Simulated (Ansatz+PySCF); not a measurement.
Results of a calculation; reference values are marked as such.
## Ansatz (development build ahead of 0.2.0) run

```yaml
crystal:
  periodic: [false, false, false]
  atoms:
    - { symbol: O, position_ang: [0.0, -0.34313, -1.91406] }
    - { symbol: H, position_ang: [0.0, -0.43181, -0.91996] }
    - { symbol: Cl, position_ang: [0.0, 0.1504, 1.06897] }
    - { symbol: H, position_ang: [0.0, 0.62001, -1.94007] }
basis:
  gaussian: { orbitals: def2-SVP }
total_charge: -1
magnetization:
  spin_polarized: true
hamiltonian:
  xc: hf
```

The input is written out in the form of the current development build from the run's settings.

Output:

```json
{
 "Converged": "yes",
 "Total energy": "-535.36162 hartree",
 "Spin squared of the determinant": "0.000",
 "Stability test": "minimum",
 "Occupied orbitals by symmetry in an Abelian subgroup (alpha; beta)": "11 A' 3 A''; 11 A' 3 A''"
}
```

Caution: no diffuse functions for an anion.
